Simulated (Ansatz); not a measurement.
**C5H12S: taking an electron away**

One table from this session's results is given with a row withheld; the runs are named, their logs left out.

Program: Ansatz 0.2.0, Gaussian basis. Level of theory: unrestricted cation, the program's frozen cores in correlated methods. These are calculated values, not measurements.

Plan: UKS PBE-D4/def2-TZVPP; UKS r2SCAN-D4/def2-TZVPP; UKS PBE0-D4/def2-TZVPP; UKS B3LYP-D4/def2-TZVPP; UKS wB97X-V/def2-TZVPP; UKS wB97M-V/def2-TZVPP; UKS B2PLYP/def2-TZVPP; UHF-CCSD(T)/def2-TZVPP; UHF-MP2/def2-QZVPP; extrapolation to the limit; then −ε(HOMO) from the neutral's earlier runs with LDA (SPW92), PBE-D4, revPBE-D4, BLYP-D4, r2SCAN-D4, B97M-V, PBE0-D4, B3LYP-D4, r2SCANh-D4, r2SCAN0-D4, HSE06-D4, BHLYP-D4, CAM-B3LYP-D4, LC-ωPBE, ωB97X-V, ωB97M-V.

## The geometry

An earlier PBE0-D4 in a triple-zeta def2 set relaxation fixed the geometry.

SMILES `CCCSCC`, 18 atoms, charge 0, spin multiplicity 1.

Atoms are counted from 1 here; the program's logs count them from 0.

Bond lengths: C1–C2 1.520 Å, C1–H7 1.094 Å, C1–H8 1.094 Å, C1–H9 1.092 Å, C2–C3 1.518 Å, C2–H10 1.094 Å, C2–H11 1.095 Å, C3–S4 1.804 Å, C3–H12 1.094 Å, C3–H13 1.094 Å, S4–C5 1.807 Å, C5–C6 1.515 Å, C5–H14 1.093 Å, C5–H15 1.093 Å, C6–H16 1.092 Å, C6–H17 1.094 Å, C6–H18 1.092 Å. Angles: C2–C1–H7 111.2°, C2–C1–H8 111.3°, C2–C1–H9 111.3°, H7–C1–H8 107.5°, H7–C1–H9 107.7°, H8–C1–H9 107.7°, C1–C2–C3 112.0°, C1–C2–H10 110.4°, C1–C2–H11 109.4°, C3–C2–H10 108.9°, C3–C2–H11 109.6°, H10–C2–H11 106.3°, C2–C3–S4 115.3°, C2–C3–H12 110.8°, C2–C3–H13 110.2°, S4–C3–H12 109.7°, S4–C3–H13 103.9°, H12–C3–H13 106.4° and more.

The first run:

Contents of in.yaml:

```yaml
crystal:
  periodic: [false, false, false]
  atoms:
    - {symbol: C, position_ang: [-1.575340, 2.116191, 0.232855]}
    - {symbol: C, position_ang: [-0.687113, 1.004700, 0.768093]}
    - {symbol: C, position_ang: [0.649990, 0.951750, 0.051959]}
    - {symbol: S, position_ang: [1.814056, -0.274193, 0.682136]}
    - {symbol: C, position_ang: [0.959420, -1.827778, 0.335896]}
    - {symbol: C, position_ang: [0.706765, -2.101599, -1.132721]}
    - {symbol: H, position_ang: [-1.102997, 3.094312, 0.359078]}
    - {symbol: H, position_ang: [-1.778000, 1.983195, -0.833561]}
    - {symbol: H, position_ang: [-2.535847, 2.141487, 0.752133]}
    - {symbol: H, position_ang: [-0.510418, 1.139539, 1.839212]}
    - {symbol: H, position_ang: [-1.201070, 0.044451, 0.659079]}
    - {symbol: H, position_ang: [0.510116, 0.808878, -1.023662]}
    - {symbol: H, position_ang: [1.179631, 1.901762, 0.171297]}
    - {symbol: H, position_ang: [0.031390, -1.870717, 0.911339]}
    - {symbol: H, position_ang: [1.623922, -2.585633, 0.758770]}
    - {symbol: H, position_ang: [0.021536, -1.369639, -1.565747]}
    - {symbol: H, position_ang: [0.255679, -3.089146, -1.265375]}
    - {symbol: H, position_ang: [1.638270, -2.067570, -1.700781]}
basis:
  gaussian: {orbitals: def2-TZVPP}
total_charge: 1
magnetization: {spin_polarized: true, initial_magnetization: 1}
hamiltonian: {xc: pbe, dispersion: d4}
```

Command:

```bash
$ ansatz run in.yaml --threads 2 --pin off --events-out ev --progress --plain --max-ram 32768MiB --backend cuda --devices 0, --max-vram 18GiB
```

Steps of the session up to this table: Cation, UKS PBE-D4/def2-TZVPP; Cation, UKS r2SCAN-D4/def2-TZVPP; Cation, UKS PBE0-D4/def2-TZVPP; Cation, UKS B3LYP-D4/def2-TZVPP; Cation, UKS wB97X-V/def2-TZVPP; Cation, UKS wB97M-V/def2-TZVPP; Cation, UKS B2PLYP (frozen core)/def2-TZVPP; Cation, UHF-CCSD(T)/def2-TZVPP; Cation, UHF-MP2/def2-QZVPP.

One of the session's tables, all rows but one given; the rest of the session is left out.

It belongs to the step «Ionisation energies side by side». For comparison, −ε(HOMO) of the neutral from earlier runs:

| functional | −ε(HOMO) (eV) |
| --- | --- |
| LDA (SPW92) | 5.09 |
| PBE-D4 | 4.97 |
| revPBE-D4 | 4.92 |
| BLYP-D4 | 4.83 |
| r2SCAN-D4 | 5.20 |
| B97M-V | 5.33 |
| PBE0-D4 | 6.18 |
| B3LYP-D4 | 5.96 |
| r2SCANh-D4 | 5.65 |
| r2SCAN0-D4 | 6.33 |
| HSE06-D4 | 5.78 |
| BHLYP-D4 | 7.28 |
| CAM-B3LYP-D4 | ? |
| LC-ωPBE | 8.91 |
| ωB97X-V | 8.57 |
| ωB97M-V | 8.42 |

Q: Estimate the row for CAM-B3LYP-D4 from the others.

The run gave: −ε(HOMO) (eV): 7.53. In the column «−ε(HOMO) (eV)» it lies between BHLYP-D4 (7.28) and ωB97M-V (8.42).

Limits of these values: The cation may have settled in a state other than its lowest; no search over hole states beyond the program's own was made.
